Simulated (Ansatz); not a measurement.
SnAu3 (P6_3/mmc)

These are results of DFT r2SCAN, scalar-relativistic, plane waves, PAW (Ansatz 0.2.0), not measurements.

Plane waves to 500 eV, a k mesh through Γ of 6×6×8 on the computed 8-atom cell and Gaussian smearing (0.10 eV); no spin polarisation.

The structure is relaxed at this level of theory with its symmetry kept. Whether it is the stable form of this composition wasn't checked.

```cif
data_structure
_symmetry_space_group_name_H-M 'P 1'
_symmetry_Int_Tables_number 1
_cell_length_a 5.8818
_cell_length_b 5.8818
_cell_length_c 5.0909
_cell_angle_alpha 90.000
_cell_angle_beta 90.000
_cell_angle_gamma 120.000
_cell_volume 152.53
loop_
_atom_site_label
_atom_site_type_symbol
_atom_site_fract_x
_atom_site_fract_y
_atom_site_fract_z
_atom_site_occupancy
Sn1 Sn 0.33333 0.66667 0.75000 1
Sn2 Sn 0.66667 0.33333 0.25000 1
Au1 Au 0.16544 0.33089 0.25000 1
Au2 Au 0.66911 0.83456 0.25000 1
Au3 Au 0.16544 0.83456 0.25000 1
Au4 Au 0.83456 0.66911 0.75000 1
Au5 Au 0.33089 0.16544 0.75000 1
Au6 Au 0.83456 0.16544 0.75000 1
```

Task: Formation energy from the elements' standard states (uncorrected)?

Result: +0.007 eV/atom.

Task: Density of states at the Fermi level?

Result: 2.69 states/eV per cell.

Task: Löwdin character within 0.5 eV of the Fermi level?

Result: Sn 5p 33 %, Au 6s 28 %, Au 5d 21 %, Sn 5s 8 %, unprojected 11 %.

Task: Bader charges (e)?

Result: Sn (2 in the cell) 0.83, Au (6 in the cell) -0.28.

Spin-orbit coupling is left out, which matters for the bands of heavy elements.

Cost: 6 runs of about 58 core-minutes in all, on Intel Xeon Processor @ 2.50GHz (Skylake/Cascade Lake) (shared hosts).